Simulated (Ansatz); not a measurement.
One geometry of Si(OH)H3 (SiOH₄), several levels of theory.

```yaml
crystal:
  periodic: [false, false, false]
  atoms:
    - {symbol: Si, position_ang: [-0.064159, -0.121033, -0.370819]}
    - {symbol: O, position_ang: [-0.064073, -0.093911, 1.278416]}
    - {symbol: H, position_ang: [0.350947, 0.656126, 1.711279]}
    - {symbol: H, position_ang: [1.317523, -0.127947, -0.922961]}
    - {symbol: H, position_ang: [-0.776957, 1.053600, -0.941911]}
    - {symbol: H, position_ang: [-0.763270, -1.366835, -0.753993]}
basis:
  gaussian: {orbitals: def2-TZVP, initial_orbitals: start.molden}
hamiltonian: {xc: {name: B97M-V}}
scf: {omitted_lower_state_checks: [starts]}
output: {forces: true, orbitals: {seedname: orbitals}}
```

The file start.molden holds the orbitals of an earlier run on this structure, at another level or in another basis.

```sh
$ ansatz run in.yaml --threads 4 --pin off --events-out ev --progress --plain --max-ram 3916MiB
```

It prints (some lines left out):

```
Functional definition: B97M-V
579 factors; their error is unknown
mean field evaluation 1: about -9989.0435 eV, gradient 1.3e1 eV
mean field evaluation 2: about -9989.1840 eV, gradient 1.8e-1 eV
mean field evaluation 4: about -9989.1824 eV, gradient 1.8e-4 eV
mean field -9989.18237587 eV, -367.0956814023 hartree, gradient 1.4e-5 eV, S^2 0.000000; 0 other end points of the search recorded, 0 dependent functions left out
reference -9989.18242779 eV, -367.0956833103 hartree; 13, 13 occupied and 79, 79 virtual orbitals, 579 factors
Total energy: -9989.18242779 eV, -367.0956833103 hartree
Atom 0 at    -0.064159    -0.121033    -0.370819 Å, force     0.005918     0.015477     0.272843 eV/Å
Atom 1 at    -0.064073    -0.093911     1.278416 Å, force     0.077997     0.138051    -0.145500 eV/Å
Atom 2 at     0.350947     0.656126     1.711279 Å, force    -0.093836    -0.171075    -0.133928 eV/Å
Atom 3 at     1.317523    -0.127947    -0.922961 Å, force    -0.034724     0.000368    -0.003815 eV/Å
Atom 4 at    -0.776957     1.053600    -0.941911 Å, force     0.018216    -0.029704    -0.003619 eV/Å
Atom 5 at    -0.763270    -1.366835    -0.753993 Å, force     0.026429     0.046883     0.014019 eV/Å
Dipole moment:     0.135012     0.242696     0.061192 e Å
Checks for a lower state left out: starts
```

Hardware: 4 threads of AMD EPYC 9B14 on a shared host. Wall time 1 s.

The first input with `hamiltonian: {xc: r2scan, dispersion: d4}`, `output: {orbitals: {seedname: orbitals}}` (abridged; 0.55 s):

```
Functional definition: r2SCAN
mean field -9990.07578891 eV, -367.1285137258 hartree, gradient 1.6e-5 eV, S^2 0.000000
Total energy: -9990.09043167 eV, -367.1290518373 hartree
Checks for a lower state left out: starts
```

First input, but with `gaussian: {orbitals: def2-SVP, initial_orbitals: start.molden}`, `hamiltonian: {xc: pbe0, dispersion: d4}`, `output: {orbitals: {seedname: orbitals}}` (abridged; 0.2 s):

```
Functional definition: PBE0
mean field -9980.67893207 eV, -366.7831856063 hartree, gradient 4.9e-5 eV, S^2 0.000000
Total energy: -9980.73194310 eV, -366.7851337258 hartree
Checks for a lower state left out: starts
```

As the first input, with `hamiltonian: {xc: pbe, dispersion: d4}`, `output: {orbitals: {seedname: orbitals}}` (abridged; 0.25 s):

```
Functional definition: PBE
mean field -9985.32714642 eV, -366.9540043330 hartree, gradient 6.6e-5 eV, S^2 0.000000
Total energy: -9985.39165706 eV, -366.9563750555 hartree
Checks for a lower state left out: starts
```

First input, but with `gaussian: {orbitals: def2-TZVPD, initial_orbitals: start.molden}`, `hamiltonian: {xc: pbe0, dispersion: d4}`, `output: {orbitals: {seedname: orbitals}}` (abridged; 0.45 s):

```
Functional definition: PBE0
mean field -9986.27557087 eV, -366.9888582887 hartree, gradient 9.0e-6 eV, S^2 0.000000
Total energy: -9986.32859297 eV, -366.9908068151 hartree
Checks for a lower state left out: starts
```

The first input with `gaussian: {orbitals: def2-TZVPD, initial_orbitals: start.molden}`, `hamiltonian: {xc: pbe, dispersion: d4}`, `output: {orbitals: {seedname: orbitals}}` (abridged; 0.45 s):

```
Functional definition: PBE
mean field -9985.38000849 eV, -366.9559469785 hartree, gradient 6.1e-6 eV, S^2 0.000000
Total energy: -9985.44452956 eV, -366.9583180841 hartree
Checks for a lower state left out: starts
```

As the first input, with `hamiltonian: {xc: {name: revPBE}, dispersion: d4}`, `output: {orbitals: {seedname: orbitals}}` (abridged; 0.3 s):

```
Functional definition: revPBE
mean field -9989.47877365 eV, -367.1065738197 hartree, gradient 5.8e-5 eV, S^2 0.000000
Total energy: -9989.70216957 eV, -367.1147834683 hartree
Checks for a lower state left out: starts
```

Geometry: r2SCAN-D4/def2-TZVP.
